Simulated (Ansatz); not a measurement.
# BeBH+ (doublet): wave-function methods side by side, cc-pVTZ

Aim: climb from Hartree-Fock through coupled cluster for BeBH+ (doublet) at one geometry and basis, and see what each rung misses.

Method: cc-pVTZ, core rule «outside noble gas», up to 2 orbitals frozen; program: Ansatz 0.2.0, Gaussian basis.

The runs, in order: UHF; CCSD(T) on ROHF; CCSD(T) on UHF; BCCD(T) on ROHF; CCSDT(Q) on ROHF; CCSDT(Q) on UHF.

28 further runs of the same task are left out: 10 for a known fault of the program, 9 that didn't finish, 9 set aside as unsound or not needed.

### 1 The system

The geometry is a PBE0/def2-TZVP stationary point (not a proven minimum) of the parent state, kept for this charge and spin.

3 atoms, charge 1, spin multiplicity 2.

Atoms are counted from 1 here; the program's logs count them from 0.

Bond lengths: B1–Be2 2.042 Å, Be2–H3 1.345 Å. Angles: B1–Be2–H3 180.0°.

### 2 UHF

Input file in.yaml:

```yaml
crystal:
  periodic: [false, false, false]
  atoms:
    - {symbol: B, position_ang: [0.000000, 0.000000, 1.809825]}
    - {symbol: Be, position_ang: [0.000000, 0.000000, -0.232573]}
    - {symbol: H, position_ang: [0.000000, 0.000000, -1.577252]}
basis:
  gaussian: {orbitals: cc-pVTZ}
total_charge: 1
magnetization: {spin_polarized: true, initial_magnetization: 1}
hamiltonian: {xc: hf}
output: {orbitals: {seedname: orbitals}}
```

Started as:

```console
> ansatz run in.yaml --threads 1 --pin off --events-out ev --progress --plain --max-ram 2393MiB
```

After this run come: CCSD(T) on ROHF; CCSD(T) on UHF; BCCD(T) on ROHF; CCSDT(Q) on ROHF; CCSDT(Q) on UHF.

Q: Predict the results of all the runs planned. Wanted: UCCSDT(Q) below the RHF energy; RMP2 from UCCSDT(Q); UMP2 from UCCSDT(Q); RCCSD from UCCSDT(Q); RCCSD(T) from UCCSDT(Q); UCCSD(T) from UCCSDT(Q); RCCSDT(Q) from UCCSDT(Q); T1 diagnostic.

The runs gave:

| quantity | value |
| --- | --- |
| UCCSDT(Q) below the RHF energy | -2.8087 eV |
| RMP2 from UCCSDT(Q) | +17.98 kcal/mol |
| UMP2 from UCCSDT(Q) | +17.66 kcal/mol |
| RCCSD from UCCSDT(Q) | +1.54 kcal/mol |
| RCCSD(T) from UCCSDT(Q) | +0.40 kcal/mol |
| UCCSD(T) from UCCSDT(Q) | +0.37 kcal/mol |
| RCCSDT(Q) from UCCSDT(Q) | +0.01 kcal/mol |
| levels within 1 kcal/mol (43 meV) | RCCSD(T), UCCSD(T), BCCD(T), RCCSDT, UCCSDT, RCCSDT(Q) |
| T1 diagnostic | 0.032 |

In words: RCCSD(T) misses by +0.40 kcal/mol, 0.6 % of the correlation energy. These misses are within one basis, not against nature; the frozen cores of restricted and unrestricted runs differ, which can shift their rows.
